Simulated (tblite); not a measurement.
Compound: C₅H₇ (charge +1).
Numbering: `[CH:1]1=[CH:2][CH2:3][CH2:4][CH+:5]1` (hydrogens: H6 on C1; H7 on C2; H8, H9 on C3; H10, H11 on C4; H12 on C5)
Bond orders are those of one Lewis drawing.

Computed with GFN2-xTB (tblite), gas phase: Langevin dynamics at 200 K from the optimised GFN2-xTB geometry, time step 0.5 fs, friction 0.01 fs⁻¹, 2000 steps. The instantaneous temperature is 2·E(kin)/(3Nk) with all 3N coordinates.

```tsv
t (fs)	T (K)	E(pot) above start (eV)	C1=C2 (Å)	C2–C3 (Å)	C3–C4 (Å)	C4–C5 (Å)	C1–C5 (Å)	C1–H6 (Å)
0	174	0.000	1.383	1.456	1.523	1.456	1.383	1.076
25	134	0.207	1.365	1.471	1.547	1.455	1.383	1.055
50	219	0.175	1.381	1.476	1.513	1.454	1.389	1.118
75	159	0.278	1.396	1.452	1.464	1.471	1.407	1.058
100	124	0.227	1.384	1.496	1.484	1.447	1.404	1.070
125	172	0.242	1.372	1.490	1.530	1.452	1.399	1.118
150	232	0.205	1.365	1.489	1.510	1.453	1.411	1.045
175	154	0.267	1.379	1.470	1.469	1.477	1.409	1.084
200	242	0.234	1.371	1.456	1.537	1.437	1.385	1.122
225	188	0.249	1.392	1.475	1.567	1.445	1.374	1.026
250	190	0.188	1.386	1.449	1.516	1.466	1.392	1.094
275	158	0.305	1.382	1.463	1.481	1.442	1.420	1.109
300	192	0.299	1.407	1.510	1.549	1.453	1.407	1.053
325	261	0.256	1.379	1.474	1.570	1.473	1.392	1.086
350	246	0.262	1.373	1.432	1.493	1.468	1.385	1.097
375	205	0.318	1.401	1.427	1.483	1.456	1.361	1.026
400	269	0.225	1.388	1.487	1.551	1.491	1.346	1.097
425	186	0.227	1.391	1.469	1.547	1.496	1.355	1.101
450	318	0.253	1.401	1.442	1.514	1.484	1.378	1.040
475	274	0.328	1.395	1.451	1.490	1.454	1.349	1.098
500	260	0.363	1.389	1.436	1.563	1.459	1.328	1.087
525	282	0.304	1.397	1.436	1.517	1.490	1.356	1.048
550	176	0.265	1.399	1.456	1.496	1.476	1.390	1.085
575	180	0.272	1.395	1.506	1.530	1.489	1.407	1.069
600	178	0.296	1.373	1.471	1.562	1.491	1.423	1.111
625	195	0.245	1.364	1.455	1.491	1.472	1.417	1.068
650	213	0.245	1.362	1.468	1.450	1.469	1.415	1.048
675	132	0.243	1.358	1.469	1.550	1.495	1.390	1.104
700	186	0.275	1.354	1.494	1.514	1.479	1.389	1.093
725	185	0.192	1.382	1.458	1.507	1.458	1.395	1.034
750	179	0.258	1.373	1.433	1.543	1.466	1.368	1.135
775	221	0.236	1.377	1.472	1.579	1.468	1.353	1.121
800	212	0.356	1.402	1.453	1.557	1.456	1.353	1.007
825	180	0.362	1.426	1.433	1.544	1.449	1.359	1.140
850	276	0.208	1.433	1.431	1.544	1.437	1.380	1.123
875	219	0.280	1.391	1.470	1.521	1.437	1.400	1.017
900	190	0.199	1.374	1.450	1.534	1.436	1.408	1.113
925	191	0.199	1.374	1.460	1.517	1.422	1.413	1.076
950	140	0.284	1.376	1.490	1.528	1.434	1.428	1.039
975	222	0.192	1.361	1.487	1.551	1.476	1.410	1.108
1000	188	0.241	1.362	1.486	1.528	1.490	1.408	1.072
```

Task: From 500 fs on, how do temperature and potential energy compare with equipartition?

Result: The mean temperature of these 21 frames is 200 K against the target 200 K, and the mean potential energy 0.26 eV against 30 × kT/2 = 0.26 eV for 30 classical harmonic modes. For 12 atoms in a canonical ensemble the temperature itself scatters by T·√(2/(3N)) = 47 K; here its standard deviation is 37 K. The whole run lasts only 10 friction times of 100 fs, so these averages carry a wide statistical error.

Task: What are the kinetic and total energies of the listed frame with the highest potential energy?

Result: The one at 500 fs, 0.363 eV above the start. Its kinetic energy is 3NkT/2 = 0.404 eV at 260 K, so the sum is 0.77 eV; over the listed frames the sum runs from 0.27 to 0.77 eV, since the thermostat adds and removes energy.

Task: How much do the listed bonds fluctuate from 500 fs on?

Result: 
```csv
bond,at the start (Å),mean (Å),standard deviation (Å)
C1=C2,1.383,1.382,0.021
C2–C3,1.456,1.462,0.021
C3–C4,1.523,1.530,0.028
C4–C5,1.456,1.464,0.021
C1–C5,1.383,1.390,0.027
C1–H6,1.076,1.081,0.037
```

The motion is classical and holds no zero-point motion.

The cost below is that of the whole dynamics run. The run took 4.4 s of wall time on Intel Xeon 6975P-C, one thread, shared host with 192 logical CPUs at a one-minute load of 39, and the process peaked at 0.18 GiB of memory.
